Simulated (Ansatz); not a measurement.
```yaml
crystal:
  periodic: [false, false, false]
  atoms:
    - {symbol: N, position_ang: [0.180702, 0.882950, -1.521138]}
    - {symbol: C, position_ang: [0.981671, 0.308639, -0.806897]}
    - {symbol: O, position_ang: [0.777839, -0.390017, 0.311923]}
    - {symbol: C, position_ang: [-0.503514, -0.382122, 0.824910]}
    - {symbol: F, position_ang: [-0.444420, -1.083560, 2.015721]}
    - {symbol: H, position_ang: [-0.775020, 0.931289, -1.170574]}
    - {symbol: H, position_ang: [2.031578, 0.193825, -1.053614]}
    - {symbol: H, position_ang: [-1.200694, -0.928029, 0.185175]}
    - {symbol: H, position_ang: [-0.832302, 0.605400, 1.058877]}
basis:
  gaussian: {orbitals: "6-31G*"}
total_charge: -2
hamiltonian: {xc: {name: revPBE0}, dispersion: d4}
```

```sh
$ ansatz run in.yaml --threads 2 --pin off --events-out ev --progress --plain --max-ram 4352MiB
```

Shortened log:

```
Functional definition: revPBE0
976 factors; their error is unknown
mean field evaluation 1: about -8363.4719 eV, gradient 6.5e1 eV
mean field evaluation 2: about -8218.4810 eV, gradient 2.2e2 eV
mean field evaluation 4: about -8363.0212 eV, gradient 5.6e1 eV
mean field evaluation 8: about -8373.2356 eV, gradient 6.8e0 eV
mean field evaluation 16: about -8373.3808 eV, gradient 2.9e-2 eV
mean field -8373.38082872 eV, -307.7160697741 hartree, gradient 1.3e-5 eV, S^2 0.000000; 0 other end points of the search recorded, 0 dependent functions left out
reference -8373.38084750 eV, -307.7160704642 hartree; 21, 21 occupied and 62, 62 virtual orbitals, 976 factors
Total energy: -8373.85668879 eV, -307.7335573092 hartree
```

Question: What is wrong with this run?

Answer: The charge is far from anything that the molecule holds. The run converged. The result belongs to that input, not to the molecule as meant.
